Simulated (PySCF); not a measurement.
## AlSi: script and output

Input:

```python
from pyscf import gto, scf

mol = gto.M(
    atom='Al 0 0 0; Si 0 0 2.656',
    basis='pcseg-1',
    charge=0,
    spin=3,
    symmetry=True,
    verbose=4,
)
mf = scf.UHF(mol)
mf.kernel()
mf.analyze()
print('orbital energies (hartree):', [e[max(0, n-3):n+3].round(4) for e, n in zip(mf.mo_energy, mol.nelec)])
```

```bash
$ OMP_NUM_THREADS=1 python input.py
```

Output (some set-up lines and the per-cycle HOMO/LUMO lines with their warnings removed):

```
PySCF version 2.14.0

[INPUT] verbose = 4
[INPUT] num. atoms = 2
[INPUT] num. electrons = 27
[INPUT] charge = 0
[INPUT] spin (= nelec alpha-beta = 2S) = 3
[INPUT] symmetry True subgroup None
[INPUT] Mole.unit = angstrom
[INPUT] Symbol           X                Y                Z      unit          X                Y                Z       unit  Magmom
[INPUT]  1 Al     0.000000000000   0.000000000000   0.000000000000 AA    0.000000000000   0.000000000000   0.000000000000 Bohr   0.0
[INPUT]  2 Si     0.000000000000   0.000000000000   2.656000000000 AA    0.000000000000   0.000000000000   5.019112586845 Bohr   0.0

nuclear repulsion = 36.2613902061145
point group symmetry = Coov
symmetry origin: [0.         0.         2.60250282]
symmetry axis x: [1. 0. 0.]
symmetry axis y: [0. 1. 0.]
symmetry axis z: [0. 0. 1.]
num. orbitals of irrep A1 = 16
num. orbitals of irrep E1x = 8
num. orbitals of irrep E1y = 8
num. orbitals of irrep E2x = 2
num. orbitals of irrep E2y = 2
number of shells = 6
number of NR pGTOs = 88
number of NR cGTOs = 36
basis = pcseg-1
ecp = {}

******** <class 'pyscf.scf.uhf_symm.SymAdaptedUHF'> ********
method = SymAdaptedUHF
initial guess = minao
damping factor = 0
level_shift factor = 0
DIIS = <class 'pyscf.scf.diis.CDIIS'>
diis_start_cycle = 1
diis_space = 8
diis_damp = 0
SCF conv_tol = 1e-09
SCF conv_tol_grad = None
SCF max_cycles = 50
direct_scf = True
direct_scf_tol = 1e-13
number electrons alpha = 15  beta = 12
Freeze 0 electrons in irreps []
    27 free electrons in irreps A1 E1x E1y E2x E2y
Set gradient conv threshold to 3.16228e-05
init E= -530.448489873566

cycle= 1 E= -530.700623633996  delta_E= -0.252  |g|= 0.0906  |ddm|= 1.15
cycle= 2 E= -530.717330564971  delta_E= -0.0167  |g|= 0.0331  |ddm|= 0.355
cycle= 3 E= -530.720553779035  delta_E= -0.00322  |g|= 0.0179  |ddm|= 0.131
cycle= 4 E= -530.722075617751  delta_E= -0.00152  |g|= 0.00962  |ddm|= 0.107
cycle= 5 E= -530.72267388881  delta_E= -0.000598  |g|= 0.0063  |ddm|= 0.059
cycle= 6 E= -530.723013308549  delta_E= -0.000339  |g|= 0.00334  |ddm|= 0.0565
cycle= 7 E= -530.723099345318  delta_E= -8.6e-05  |g|= 0.00159  |ddm|= 0.0298
cycle= 8 E= -530.723119288969  delta_E= -1.99e-05  |g|= 0.000797  |ddm|= 0.0158
cycle= 9 E= -530.723125157366  delta_E= -5.87e-06  |g|= 0.000271  |ddm|= 0.0108
cycle= 10 E= -530.723125810643  delta_E= -6.53e-07  |g|= 5.67e-05  |ddm|= 0.00438
cycle= 11 E= -530.723125826652  delta_E= -1.6e-08  |g|= 1.96e-05  |ddm|= 0.000496
cycle= 12 E= -530.723125828542  delta_E= -1.89e-09  |g|= 7.29e-06  |ddm|= 0.000184
cycle= 13 E= -530.723125828781  delta_E= -2.39e-10  |g|= 2.61e-06  |ddm|= 6.59e-05
Extra cycle  E= -530.723125828797  delta_E= -1.61e-11  |g|= 1.57e-06  |ddm|= 1.01e-05
converged SCF energy = -530.723125828797  <S^2> = 3.7693363  2S+1 = 4.0096565
**** SCF Summaries ****
Total Energy =                        -530.723125828796924
Nuclear Repulsion Energy =              36.261390206114456
One-electron Energy =                 -809.874225859996500
Two-electron Energy =                  242.889709825085106
Two-electron Coulomb Energy =          281.262193369667386
DFT Exchange-Correlation Energy =      -38.372483544582281
**** MO energy ****
[8 lines left out]
alpha MO #9 (E1x #2), energy= -3.25202524936733 occ= 1
alpha MO #10 (E1y #2), energy= -3.25202524936733 occ= 1
alpha MO #11 (A1 #7), energy= -0.649095503351439 occ= 1
alpha MO #12 (A1 #8), energy= -0.440672629613082 occ= 1
alpha MO #13 (A1 #9), energy= -0.290138017588383 occ= 1
alpha MO #14 (E1x #3), energy= -0.278621949696952 occ= 1
alpha MO #15 (E1y #3), energy= -0.278621949696952 occ= 1
alpha MO #16 (E1x #4), energy= 0.0101809461698769 occ= 0
alpha MO #17 (E1y #4), energy= 0.0101809461698769 occ= 0
alpha MO #18 (A1 #10), energy= 0.0793642927736453 occ= 0
[18 lines left out]
[5 lines left out]
beta  MO #6 (E1x #1), energy= -4.19974900960325 occ= 1
beta  MO #7 (E1y #1), energy= -4.19974900960325 occ= 1
beta  MO #8 (E1x #2), energy= -3.24985268588408 occ= 1
beta  MO #9 (E1y #2), energy= -3.24985268588408 occ= 1
beta  MO #10 (A1 #6), energy= -3.24475906759999 occ= 1
beta  MO #11 (A1 #7), energy= -0.485998517341198 occ= 1
beta  MO #12 (A1 #8), energy= -0.343069069869226 occ= 1
beta  MO #13 (E1x #3), energy= 0.00229553559995443 occ= 0
beta  MO #14 (E1y #3), energy= 0.00229553559995443 occ= 0
beta  MO #15 (A1 #9), energy= 0.0136870628169206 occ= 0
[21 lines left out]
 ** Mulliken pop alpha/beta on meta-lowdin orthogonal AOs **
 ** Mulliken pop       alpha | beta **
pop of  0 Al 1s        1.00000 | 1.00000
pop of  0 Al 2s        0.99997 | 0.99998
pop of  0 Al 3s        0.89306 | 0.92584
pop of  0 Al 4s        0.00545 | 0.00114
pop of  0 Al 2px       0.99999 | 0.99999
pop of  0 Al 2py       0.99999 | 0.99999
pop of  0 Al 2pz       1.00000 | 1.00000
pop of  0 Al 3px       0.11962 | 0.00001
pop of  0 Al 3py       0.11962 | 0.00001
pop of  0 Al 3pz       0.51742 | 0.13397
pop of  0 Al 4px       0.00017 | 0.00000
pop of  0 Al 4py       0.00017 | 0.00000
[24 lines left out]
In total            15.00000 | 12.00000
 ** Mulliken atomic charges   ( Nelec_alpha | Nelec_beta ) **
charge of  0Al =      0.27120  (     6.66555      6.06325 )
charge of  1Si =     -0.27120  (     8.33445      5.93675 )
Dipole moment(X, Y, Z, Debye):  0.00000,  0.00000, -3.02443
orbital energies (hartree): [array([-0.2901, -0.2786, -0.2786,  0.0102,  0.0102,  0.0794]), array([-3.2448e+00, -4.8600e-01, -3.4310e-01,  2.3000e-03,  2.3000e-03,
        1.3700e-02])]
```

In short: E(SCF) = -530.723126 Eh, 13 cycles, ⟨S²⟩ = 3.769, μz(SCF) = -3.02 D.

Hardware: Intel Xeon Platinum 8488C, 1 thread, shared host. Wall time 1.5 s.

The bond length is a typed value, not an optimised one. No search for the lowest solution was made.
